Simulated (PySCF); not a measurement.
P₂⁺: from constants to spectrum

UHF-CCSD(T) constants of P₂⁺, ²Πu (doublet), unpaired electrons π ↑ (P 6-311G(d,p); no relativity (PySCF 2.14); masses 30.9738 and 30.9738 u):

| Item | Value |
| --- | --- |
| ωe | 667.8 cm⁻¹ |
| ωexe | 2.91 cm⁻¹ |
| Be | 0.27414 cm⁻¹ |
| αe | 0.00155 cm⁻¹ |
| D (centrifugal) | 1.85e-07 cm⁻¹ |
| De to P⁺ + P | 3.93 eV |

(1) Give the vibrational terms G(v) and spacings up to v = 6.

(2) How well does the Morse estimate ωe²/(4ωexe) reproduce De, and what is D0?

Correlated steps freeze 10 core orbitals. The state is the lowest determinant that a PBE0 search found; another state may lie lower at other levels.

## Answers

(1) G(v) = ωe(v+½) − ωexe(v+½)².

| v | G(v) (cm⁻¹) | G(v) − G(v−1) | Bv (cm⁻¹) |
| --- | --- | --- | --- |
| 0 | 333.2 |  | 0.2734 |
| 1 | 995.2 | 662.0 | 0.2718 |
| 2 | 1651.3 | 656.2 | 0.2703 |
| 3 | 2301.7 | 650.3 | 0.2687 |
| 4 | 2946.2 | 644.5 | 0.2672 |
| 5 | 3584.9 | 638.7 | 0.2656 |
| 6 | 4217.8 | 632.9 | 0.2641 |

(2) It gives 4.75 eV, 121 % of the computed De. D0 = De − G(0) = 3.93 − 0.04 = 3.89 eV.
